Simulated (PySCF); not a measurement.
Isomers of C5H9F and their computed core-level spectra.

Computed with delta-SCF UKS SCAN, pcX-2 on the ionised atom, pcseg-1 elsewhere, spin-free X2C in PySCF 2.14.0. Geometries: PBE0-D3(BJ)/def2-SVP; isolated species, one conformer each.

Line lists (1s up to Mg, 2p3/2 beyond; areas count atoms within a level, one atom standing for each set equivalent by bonding):
1. C 1s: 289.83 (area 1), 290.60 (area 1), 290.61 (area 1), 290.97 (area 1), 293.05 (area 1) eV; F 1s: 692.36 eV
2. C 1s: 290.16 (area 1), 290.67 (area 1), 290.76 (area 1), 291.04 (area 1), 292.31 (area 1) eV; F 1s: 692.57 eV
3. C 1s: 290.27 (area 1), 290.55 (area 1), 290.79 (area 1), 291.00 (area 1), 292.88 (area 1) eV; F 1s: 691.82 eV
4. C 1s: 290.62 (area 1), 290.74 (area 2), 290.90 (area 1), 292.75 (area 1) eV; F 1s: 692.16 eV

Structures:
A. `CC/C(F)=C/C`
B. `CCC1(F)CC1`
C. `C/C=C\[C@H](C)F`
D. `C=C(C)CCF`

Problem. Match each list to its structure.

Solution. 
- 1 = D: another candidate has the same counts of sites, so positions decide. C 1s: 289.83 terminal =CH2 carbon, 290.60 allylic carbon, 290.61 fully substituted alkene carbon, 290.97 allylic carbon, 293.05 sp3 C–F carbon; F 1s: 692.36 alkyl fluorine.
- 2 = A: another candidate has the same counts of sites, so positions decide. C 1s: 290.16 alkene CH carbon, 290.67 methyl carbon, 290.76 allylic carbon, 291.04 allylic carbon, 292.31 vinylic C–F carbon; F 1s: 692.57 vinyl fluorine.
- 3 = C: another candidate has the same counts of sites, so positions decide. C 1s: 290.27 alkene CH carbon, 290.55 alkene CH carbon, 290.79 methyl carbon, 291.00 allylic carbon, 292.88 sp3 C–F carbon; F 1s: 691.82 alkyl fluorine.
- 4 = B: no other candidate has these counts of sites. C 1s: 290.62 methyl carbon, 290.74 three-membered-ring carbon (×2), 290.90 chain CH2 carbon, 292.75 sp3 C–F carbon; F 1s: 692.16 alkyl fluorine.

1 of these hole states is spin-contaminated (⟨S²⟩ 0.86, against 0.75; counted from 0.85) and less certain.
